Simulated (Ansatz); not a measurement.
**CH5NSi (SMILES C[Si]N): B3LYP/6-31G(d) (Cartesian functions)**

Aim: the vertical ionisation energy of CH5NSi at B3LYP/6-31G* (Cartesian functions), from 2 runs. 

The results are computed with Ansatz 0.2.0.

60 further runs of the same task are left out: 60 set aside as unsound or not needed.

## Step 1: The system as given

The species is CH5NSi (8 atoms), meant as a singlet with charge 0. SMILES: `C[Si]N`. Geometry: relaxed at PBE0-D4/def2-TZVP. This is one conformer, not always the lowest.

Bond lengths: C1–Si2 1.904 Å, Si2–N3 1.709 Å, C1–H4 1.094 Å, C1–H5 1.094 Å, C1–H6 1.098 Å, N3–H7 1.008 Å, N3–H8 1.010 Å. Angles: C1–Si2–N3 98.7°, Si2–C1–H4 115.0°, Si2–C1–H5 110.7°, Si2–C1–H6 107.9°, Si2–N3–H7 121.7°, Si2–N3–H8 126.1°, H4–C1–H5 108.8°, H4–C1–H6 108.0°, H5–C1–H6 106.1°, H7–N3–H8 112.1°.

## Step 2: A single-point energy at B3LYP/6-31G(d) (Cartesian functions)

input.yaml

```yaml
crystal:
  periodic: [false, false, false]
  atoms:
    - {symbol: C, position_ang: [-0.660000, 0.824700, -0.552100]}
    - {symbol: Si, position_ang: [0.963800, 0.653800, 0.427700]}
    - {symbol: N, position_ang: [0.932200, -1.034400, 0.690700]}
    - {symbol: H, position_ang: [-1.026400, -0.101800, -1.004300]}
    - {symbol: H, position_ang: [-0.562500, 1.583400, -1.334100]}
    - {symbol: H, position_ang: [-1.431400, 1.195000, 0.135900]}
    - {symbol: H, position_ang: [1.651200, -1.501900, 1.220100]}
    - {symbol: H, position_ang: [0.225200, -1.675700, 0.360300]}
basis:
  gaussian:
    orbitals: "6-31G*"
hamiltonian:
  xc: {name: B3LYP}
accuracy: high
output: {orbitals: {seedname: orbitals}}
```

The run is started by

```bash
$ ansatz run input.yaml --threads 1 --pin off --max-ram 3480MiB --events-out events.jsonl --progress --plain --runs-dir runs
```

Standard output:

```text
Warning: RAYON_NUM_THREADS=1 ignored (pool sized by the plan → 1); use --threads N
Functional definition: B3LYP
  name "B3LYP"
  parameter a0 = 0.2
  parameter ax = 0.72
  parameter ac = 0.81
  exchange = (1 - a0 - ax)*slater_x + ax*b88_x + a0*exact_x
  correlation = (1 - ac)*vwn_rpa_c + ac*lyp_c
1340 factors; integrals over basis functions are off by at most 3.5e-9 eV
mean field evaluation 1: about -10476.1264 eV, gradient 6.8e1 eV
mean field evaluation 2: about -10455.7459 eV, gradient 1.1e2 eV
mean field evaluation 4: about -10485.9190 eV, gradient 6.9e0 eV
mean field evaluation 8: about -10486.0296 eV, gradient 3.6e-2 eV
mean field evaluation 16: about -10486.0296 eV, gradient 1.7e-6 eV
mean field -10486.02958170 eV, -385.3544794415 hartree, gradient 3.8e-8 eV, S^2 0.000000; 0 other end points of the search recorded, 0 dependent functions left out
reference -10486.02961476 eV, -385.3544806564 hartree; 16, 16 occupied and 43, 43 virtual orbitals, 1340 factors
Total energy: -10486.02961476 eV, -385.3544806564 hartree
```

Run time: 3.3 s. Hardware: 1 thread of AMD EPYC 7R43 (Zen 3), shared host; peak memory 0.19 GiB.

## Step 3: The doublet cation at the same level

job.yaml

```yaml
crystal:
  periodic: [false, false, false]
  atoms:
    - {symbol: C, position_ang: [-0.660000, 0.824700, -0.552100]}
    - {symbol: Si, position_ang: [0.963800, 0.653800, 0.427700]}
    - {symbol: N, position_ang: [0.932200, -1.034400, 0.690700]}
    - {symbol: H, position_ang: [-1.026400, -0.101800, -1.004300]}
    - {symbol: H, position_ang: [-0.562500, 1.583400, -1.334100]}
    - {symbol: H, position_ang: [-1.431400, 1.195000, 0.135900]}
    - {symbol: H, position_ang: [1.651200, -1.501900, 1.220100]}
    - {symbol: H, position_ang: [0.225200, -1.675700, 0.360300]}
basis:
  gaussian:
    orbitals: "6-31G*"
total_charge: 1
magnetization:
  spin_polarized: true
  initial_magnetization: 1
hamiltonian:
  xc: {name: B3LYP}
accuracy: high
output: {orbitals: {seedname: orbitals}}
```

The run is started by

```bash
$ ansatz run job.yaml --threads 1 --pin off --max-ram 3480MiB --events-out events.jsonl --progress --plain --runs-dir runs
```

Standard output:

```text
Warning: RAYON_NUM_THREADS=1 ignored (pool sized by the plan → 1); use --threads N
[... 7 set-up lines as earlier in the session ...]
1339 factors; integrals over basis functions are off by at most 3.5e-9 eV
mean field evaluation 1: about -10457.3865 eV, gradient 6.8e1 eV
mean field evaluation 2: about -10406.8321 eV, gradient 1.0e2 eV
mean field evaluation 4: about -10477.0203 eV, gradient 1.2e1 eV
mean field evaluation 8: about -10477.8633 eV, gradient 6.1e-1 eV
mean field evaluation 16: about -10477.8667 eV, gradient 8.0e-4 eV
mean field -10477.86674186 eV, -385.0545006102 hartree, gradient 8.9e-8 eV, S^2 0.755415; 0 other end points of the search recorded, 0 dependent functions left out
reference -10477.86677397 eV, -385.0545017903 hartree; 16, 15 occupied and 43, 44 virtual orbitals, 1339 factors
Total energy: -10477.86677397 eV, -385.0545017903 hartree
```

Wall time 6.6 s (1 thread of AMD EPYC 7R43 (Zen 3), shared host); peak memory 0.26 GiB.

## Step 4: Summary of results

At B3LYP/6-31G* (Cartesian functions):

| quantity | value |
| --- | --- |
| singlet CH5NSi: total energy | -385.35448 Eh |
| singlet CH5NSi: HOMO energy | -5.64 eV |
| singlet CH5NSi: LUMO energy | -0.99 eV |
| singlet CH5NSi: HOMO–LUMO gap | 4.65 eV |
| doublet cation: total energy | -385.05450 Eh |
| doublet cation: HOMO energy (highest over α and β) | -13.79 eV |
| doublet cation: LUMO energy (lowest over α and β) | -10.62 eV |
| doublet cation: ⟨S²⟩ | 0.755 |
| vertical ionisation energy (to the doublet cation) | 8.163 eV |

Removing an electron at fixed nuclei costs 8.16 eV (188 kcal/mol). The negative HOMO energy of the first species, 5.64 eV, lies 2.52 eV below that difference.
